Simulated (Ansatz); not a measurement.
# Worked example: H₃Ge–BH₂⁺, doublet against H$_{3}$Ge–BH$_{2}$, triplet

Geometry (PBE0/def2-TZVP stationary point of a triplet), kept for both states (H3Ge–BH2, triplet: A'; H3Ge–BH2⁺, doublet: A'):

```xyz
7

Ge   -0.0092    0.0000    0.3056
B     0.1338    0.0000   -1.8952
H     0.7100   -1.2821    0.7492
H     0.7100    1.2821    0.7492
H    -1.4876    0.0000    0.7272
H    -0.3540   -1.0970   -1.9610
H    -0.3540    1.0970   -1.9610
```

Basis cc-pVDZ; Ansatz 0.2.0. Correlated methods freeze the noble-gas cores and the filled d shells of p-block atoms. R marks a restricted (for open shells ROHF) determinant, U an unrestricted one. No spin–orbit coupling is included, and no scalar relativity.

Full CI isn't at hand for all of this; UCCSDT(Q) serves as the reference, and is uncertain by the last step of the cluster series or more.

| level | E(H3Ge–BH2, triplet) (hartree) | E(H3Ge–BH2⁺, doublet) (hartree) |
| --- | --- | --- |
| UHF | -2102.791938 | -2102.518853 |
| UMP2 | -2102.966389 | -2102.679344 |
| UCCSD(T) | -2103.015209 | -2102.727873 |
| PBE | -2104.296267 | -2104.006271 |
| r2SCAN | -2104.641853 | -2104.346310 |
| UCCSDT(Q) | -2103.016507 | -2102.729143 |

Problem. Give the vertical gap, H3Ge–BH2⁺ doublet less H3Ge–BH2 triplet, at each level in eV (1 hartree = 27.2114 eV), and each error against UCCSDT(Q).

Solution. UCCSDT(Q): (-2102.729143 − (-2103.016507)) × 27.2114 = 7.820 eV (the reference)
r2SCAN: (-2104.346310 − (-2104.641853)) × 27.2114 = 8.042 eV, error 0.222 eV
PBE: (-2104.006271 − (-2104.296267)) × 27.2114 = 7.891 eV, error 0.071 eV
UCCSD(T): (-2102.727873 − (-2103.015209)) × 27.2114 = 7.819 eV, error -0.001 eV
UMP2: (-2102.679344 − (-2102.966389)) × 27.2114 = 7.811 eV, error -0.009 eV
UHF: (-2102.518853 − (-2102.791938)) × 27.2114 = 7.431 eV, error -0.389 eV

Total energies of functionals can't be set beside those of wave-function methods, since they hold the core's correlation and their own absolute errors; only the differences compare.

In so small a basis the reference is far from its limit while semilocal and hybrid functionals are nearer theirs, so the functionals' errors here hold much of the reference's basis and frozen-core error, which can add to them or hide them.

Each level lands on the state that its own search finds. T1 diagnostics of restricted CCSD: 0.018 and 0.021.
